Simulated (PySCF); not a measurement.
Which level of theory gave which numbers?

N-vinylacetamide, C₄H₇NO.
SMILES with atom numbers: `[CH2:1]=[CH:2][NH:3][C:4]([CH3:5])=[O:6]` (hydrogens: H7, H8 on C1; H9 on C2; H10 on N3; H11, H12, H13 on C5)

The closed-shell ground state was solved 7 times with PySCF (density fitting, gas phase), always in the def2-SVPD basis (179 functions), with these functionals: B3LYP, BHandHLYP, CAM-B3LYP, HF, LC-wPBE, LDA and PBE0. One conformer (not necessarily the lowest) at the PBE0-D3(BJ)/def2-SVP geometry, without solvent, vibrations or thermal averaging.

| row | total energy (Eh) | HOMO (eV) | LUMO (eV) | dipole (D) |
| --- | --- | --- | --- | --- |
| P | -284.6617 | -9.14 | 2.38 | 3.87 |
| Q | -286.2414 | -9.32 | 1.90 | 3.64 |
| R | -286.0926 | -6.73 | -0.38 | 3.59 |
| S | -286.2834 | -8.02 | 0.74 | 3.64 |
| T | -286.2482 | -7.69 | 0.75 | 3.71 |
| U | -284.0037 | -5.85 | -1.63 | 3.57 |
| V | -286.4280 | -6.53 | -0.63 | 3.59 |

Task: Which functional belongs to which row?

Result: P = HF, Q = LC-wPBE, R = PBE0, S = CAM-B3LYP, T = BHandHLYP, U = LDA, V = B3LYP. By rising HOMO–LUMO gap: LDA (LDA) 4.22 eV; B3LYP (global hybrid, 20 % exact exchange) 5.90 eV; PBE0 (global hybrid, 25 % exact exchange) 6.35 eV; BHandHLYP (global hybrid, 50 % exact exchange) 8.44 eV; CAM-B3LYP (range-separated hybrid) 8.76 eV; LC-wPBE (range-separated hybrid) 11.22 eV; HF (all exact exchange) 11.52 eV. Total energies of different functionals aren't bounds to one another; each is stationary for its own functional.

Conformer computed: `[CH2:1]=[CH:2][NH:3][C:4]([CH3:5])=[O:6]`: C1–C2–N3–C4 180°, C2–N3–C4–C5 180°.
